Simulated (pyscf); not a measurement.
## Routes from H₃C–NH• (SMILES C[NH]) + CH₄ (SMILES C)

Candidate steps break at most two bonds and form at most two. Each was searched with GFN2-xTB (tblite) first. Optimised with ωB97X-D3(BJ)/def2-SVP in PySCF. Energies: ωB97M-D3(BJ)/def2-TZVP, eV, from the separated reactants, doublet surface; ΔG‡ with ideal gas, 1 atm, RRHO with modes under 100 cm⁻¹ raised to 100, one conformer, R ln 2 for chiral ones without a mode under 150 cm⁻¹.

| products | type | ΔE‡ | ΔE | ΔG‡ 298 K | ΔG‡ 900 K | ν‡ (cm⁻¹) |
|---|---|---|---|---|---|---|
| H₃C–NH₂ + CH₃• | hydrogen abstraction | 0.79 | +0.28 | 1.10 | 1.84 | 1894i |
| H₃C–NH–CH₃ + H• | substitution at C | 2.52 | +1.07 | 2.88 | 3.72 | 1614i |

Plain bond fissions and candidates not yet searched are not listed, and one of them may be faster. Each barrier is that of the saddle found; lower ones may exist.
